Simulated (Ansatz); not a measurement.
Total energies of the cluster Mg₂Al (the lowest doublet isomer of a short search) from Ansatz at PBE-D4/def2-TZVP, gas phase (1 Eh = 27.2114 eV = 2625.5 kJ/mol). The reference geometry is relaxed at r2SCAN-D4/def2-TZVP.

```xyz
3

Al   -0.090    0.441    1.433
Mg   -1.455   -0.588   -0.697
Mg    1.545    0.147   -0.736
```

| state | geometry | energy (Eh) |
| --- | --- | --- |
| charge 0 doublet | reference | -642.17448 |
| charge 1 singlet | reference | -641.96656 |
| charge 0 quartet | relaxed at r2SCAN-D4/def2-TZVP | -642.12922 |
| free Al atom (doublet) | – | -242.22759 |
| free Mg atom (singlet) | – | -199.94297 |

Task: Work out the vertical ionisation energy to the singlet.

Result: E(charge 1 singlet) − E(charge 0 doublet) = -641.96656 − (-642.17448) = 0.20792 Eh = 5.66 eV. For comparison, −ε of the highest occupied level of the spin that leaves is 3.50 eV at this level, 2.16 eV less.

Task: Which of the charge 0 states is lowest, and how far above it are the others?

Result: The doublet. quartet: -642.12922 − (-642.17448) = 0.04526 Eh = 118.8 kJ/mol.

Task: What is the binding energy per atom against free atoms?

Result: Atoms: 1 × (-242.22759) + 2 × (-199.94297) = -642.11353 Eh. Binding: -642.11353 − (-642.17448) = 0.06095 Eh = 1.66 eV, or 0.55 eV for each of 3 atoms (no zero-point energy, no counterpoise term).

The restricted singlet is unstable towards broken spin symmetry in Hartree–Fock (as tested in another run); at PBE-D4/def2-TZVP this wasn't settled. 

The structure comes from a short search, and lower isomers may exist.
